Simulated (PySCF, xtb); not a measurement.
Bonds broken one at a time in the series B OH-I. Gas-phase values, no solvent. One relaxed conformer stands for each flexible species; it need not be the lowest. Strings in code marks are SMILES. In the def2 sets, heavy atoms carry core potentials. Quantity: homolytic bond dissociation enthalpy at 298 K (no spin–orbit term). Enthalpy corrections at 298 K come from GFN2-xTB frequencies (xtb). Level 1: PBE-D3(BJ)/def2-TZVP // CAM-B3LYP-D3(BJ)/def2-TZVP (PySCF). Level 2: CAM-B3LYP-D3(BJ)/def2-TZVP (PySCF).

```json
[
 {"case": "B–I bond of `OB(O)I` (H–O–B–I torsion -180°, I–B–O–H torsion 180°), giving `O[B]O` (H–O–B–O torsion 0°, O–B–O–H torsion 180°) and `[I]`", "level 1 (kcal/mol)": "85.1", "level 2 (kcal/mol)": "81.6"},
 {"case": "B–I bond of `OB(I)I` (H–O–B–I torsion 0°), giving `O[B]I` (H–O–B–I torsion 0°) and `[I]`", "level 1 (kcal/mol)": "86.1", "level 2 (kcal/mol)": "withheld"},
 {"case": "O–B bond of `OB(O)I` (H–O–B–I torsion -180°, I–B–O–H torsion 180°), giving `O[B]I` (H–O–B–I torsion 0°) and `[OH]`", "level 1 (kcal/mol)": "138.6", "level 2 (kcal/mol)": "139.5"},
 {"case": "O–B bond of `OB(I)I` (H–O–B–I torsion 0°), giving `I[B]I` and `[OH]`", "level 1 (kcal/mol)": "142.6", "level 2 (kcal/mol)": "143.5"},
 {"case": "O–B bond of `OB(O)O`, giving `O[B]O` (H–O–B–O torsion 0°, O–B–O–H torsion 180°) and `[OH]`", "level 1 (kcal/mol)": "145.6", "level 2 (kcal/mol)": "146.9"}
]
```

Problem. Fit level 2 = a + b·x to the 4 complete rows by least squares, with x = level 1 in kcal/mol. Give a, b and the rms residual, and predict the withheld value.

Solution. Means of the 4 rows: x̄ = 127.97, ȳ = 127.88 kcal/mol. Σ(x − x̄)² = 2475.7 and Σ(x − x̄)(y − ȳ) = 2671.4, so b = 1.079 and a = ȳ − b·x̄ = -10.20 kcal/mol. The rms residual is 0.11 kcal/mol. At x = 86.1 the line gives 82.7 kcal/mol. The run for B–I bond of `OB(I)I` (H–O–B–I torsion 0°), giving `O[B]I` (H–O–B–I torsion 0°) and `[I]` gave 81.8 kcal/mol, so the line is off by 0.9 kcal/mol, more than twice the rms residual.

Codes: PySCF, xtb.
